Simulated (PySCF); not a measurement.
**How the functional moves excitation energies**

Species: methacrylic acid, C₄H₆O₂.
SMILES: `O=C(O)C(=C)C`

Linear-response calculations in the def2-SVPD basis (PySCF; singlets by full response, triplets Tamm–Dancoff, core orbitals frozen in the response; HF means time-dependent Hartree–Fock). 'Strongest' is the level of largest summed f among the singlets computed (10 roots, of which the last may lack a degenerate partner); it can jump between rows when another state enters that window. S1 is the lowest singlet of each run and needn't be the same state throughout; f(S1) is that of one state. Geometry: PBE0-D3(BJ)/def2-SVP, one conformer, isolated molecule.

```
functional                               kind  S1 (eV)  f(S1)  strongest (eV)  T1 (eV)  HOMO (eV)  gap (eV)  ionisation energy, ΔSCF (eV)
       LDA                                LDA     4.29  0.000            5.56     3.87      -6.78      4.12                         10.49
       PBE                                GGA     4.30  0.000            5.64     3.72      -6.57      4.16                         10.05
     B3LYP  global hybrid, 20% exact exchange     4.84  0.000            5.98     3.74      -7.79      6.10                         10.16
      PBE0  global hybrid, 25% exact exchange     4.94  0.000            6.10     3.68      -8.00      6.56                         10.12
 CAM-B3LYP             range-separated hybrid     5.17  0.000            6.21     3.74      -9.32      9.00                         10.21
   wB97X-D             range-separated hybrid     5.16  0.000            6.22     3.84      -9.84     10.20                         10.15
   LC-wPBE             range-separated hybrid     5.31  0.000            6.45     3.65     -10.68     11.53                         10.25
        HF                       Hartree–Fock     6.25  0.000            6.71     3.26     -10.46     12.73                   not settled
```

What does BHandHLYP (global hybrid, 50% exact exchange) give?

S1 (eV) 5.45, f(S1) 0.000, strongest (eV) 6.37, T1 (eV) 3.66, HOMO (eV) -8.99, gap (eV) 8.63, ionisation energy, ΔSCF (eV) 10.03. S1 runs from 4.29 eV (LDA) to 6.25 eV (HF), a spread of 1.96 eV, while the orbital gap spreads over 8.6 eV. Along PBE (0%), B3LYP (20%), PBE0 (25%), BHandHLYP (50%), HF (100%) S1 rises with the share of exact exchange. −ε(HOMO) comes closest to its own ΔSCF ionisation energy with wB97X-D (-0.31 eV) and misses most with LDA (-3.70 eV). 'Not settled' means that the ion's SCF failed to converge or may have ended in another state than the lowest.
